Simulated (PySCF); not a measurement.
Species: nitrous acid, HNO₂.
SMILES: `O=NO`

Torsions of this conformer, `[O:1]=[N:2][OH:3]`: H–O3–N2–O1 0°.

The closed-shell ground state was solved at several levels (PySCF, density fitting, gas phase, non-relativistic). Geometry: PBE0-D3(BJ)/def2-TZVP; no solvent, vibrations or thermal averaging.

```tsv
level	basis functions	HOMO (eV)	LUMO (eV)	gap (eV)	dipole (D)
CAM-B3LYP/aug-cc-pVTZ	161	-10.07	-1.11	8.96	1.58
wB97X-D/aug-cc-pVTZ	161	-10.43	-0.36	10.07	1.58
PBE0/aug-cc-pVTZ	161	-8.50	-2.31	6.19	1.58
PBE0/pcSseg-2	122	-8.49	-2.29	6.20	1.60
KT3/pcSseg-2	122	-7.03	-3.45	3.58	1.50
B97-2/pcSseg-2	122	-8.20	-2.40	5.80	1.59
```

**Question.** What might wB97X-D/pcSseg-2 (122 basis functions) give for the same quantities?

**Answer.** HOMO -10.43 eV, LUMO -0.34 eV, gap 10.09 eV, dipole 1.61 D.

**Question.** Over all these levels, which gives the widest orbital gap and which the narrowest?

**Answer.** wB97X-D/pcSseg-2 (range-separated hybrid) has the widest, 10.09 eV, and KT3/pcSseg-2 (GGA) the narrowest, 3.58 eV. The two share the basis. From the narrowest to the widest the HOMO moves by -3.40 eV and the LUMO by +3.11 eV.

**Question.** In the pcSseg-2 basis, how does the gap go with the fixed share of exact exchange?

**Answer.** KT3 (0 %) 3.58 eV; B97-2 (21 %) 5.80 eV; PBE0 (25 %) 6.20 eV. Each rise in the share widens the gap here.

**Question.** How far do the dipole and the HOMO energy spread over the levels?

**Answer.** The dipole runs from 1.50 to 1.61 D (mean 1.58 D) and the HOMO from -10.43 to -7.03 eV.
